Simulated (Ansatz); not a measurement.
**A ladder of methods for CH2AlN (AlH2(CN))**

CH2AlN has 5 atoms, charge 0, and is taken as a singlet. SMILES: `[H][Al]([H])[C]#N`. The shape comes from GFN2-xTB, which is rough for such elements, and wasn't checked as a minimum.

```xyz
5

Al    0.3533    0.6161    0.0079
H     1.8976    0.6184    0.0587
H    -0.4102    1.9598   -0.0238
C    -0.6347   -1.0958   -0.0147
N    -1.2059   -2.0985   -0.0281
```

Quantity: the energy change with the C4–N5 bond stretched from 1.154 to 2.885 Å, in eV. The values are calculated.

```json
{"level": "HF/STO-3G (restricted)", "kind": "Hartree–Fock", "program": "Ansatz", "value (eV)": "17.30", "less FCI/STO-3G": "+8.78", "CPU time (all runs)": "0.44 s"}
{"level": "SVWN5/STO-3G (restricted)", "kind": "LDA", "program": "Ansatz", "value (eV)": "15.18", "less FCI/STO-3G": "+6.66", "CPU time (all runs)": "4 s"}
{"level": "revPBE/STO-3G (restricted)", "kind": "GGA", "program": "Ansatz", "value (eV)": "14.24", "less FCI/STO-3G": "+5.72", "CPU time (all runs)": "8.3 s"}
{"level": "r2SCAN/STO-3G (restricted)", "kind": "meta-GGA", "program": "Ansatz", "value (eV)": "15.48", "less FCI/STO-3G": "+6.96", "CPU time (all runs)": "10 s"}
{"level": "r2SCAN0/STO-3G (restricted)", "kind": "hybrid meta-GGA", "program": "Ansatz", "value (eV)": "16.49", "less FCI/STO-3G": "+7.97", "CPU time (all runs)": "7.5 s"}
{"level": "wB97M-V/STO-3G (restricted)", "kind": "range-separated hybrid", "program": "Ansatz", "value (eV)": "16.68", "less FCI/STO-3G": "+8.16", "CPU time (all runs)": "55 s"}
{"level": "wB97X/STO-3G (restricted)", "kind": "range-separated hybrid", "program": "Ansatz", "value (eV)": "16.90", "less FCI/STO-3G": "+8.38", "CPU time (all runs)": "15 s"}
{"level": "B2PLYP/STO-3G (restricted)", "kind": "double hybrid", "program": "Ansatz", "value (eV)": "14.59", "less FCI/STO-3G": "+6.07", "CPU time (all runs)": "6.3 s"}
{"level": "CCSD(T)/STO-3G (unrestricted)", "kind": "coupled cluster or CI", "program": "Ansatz", "value (eV)": "8.49", "less FCI/STO-3G": "-0.03", "CPU time (all runs)": "1.2 s"}
{"level": "FCI/STO-3G", "kind": "exact in the basis", "program": "Ansatz", "value (eV)": "8.52", "less FCI/STO-3G": "0.00", "CPU time (all runs)": "4.7 min"}
```

FCI/STO-3G is exact within its basis and frozen core, so for wave-function methods in that basis the difference is their error; functionals converge differently with the basis, so for them it is only a difference. Spin-restricted single references rise too steeply as a bond breaks, Hartree–Fock most of all. Perturbation and coupled-cluster corrections on them can overshoot downwards. The first shape isn't each level's own minimum. The values span 8.49 to 17.30 eV. Spin contamination of the reference (⟨S²⟩ at least 0.1 too high) touches CCSD(T)/STO-3G. All rows use very small basis sets, so even the best lies far from the true value. CPU times are rough (shared hosts, several kinds of processor): they show what a rung costs within a factor of a few.
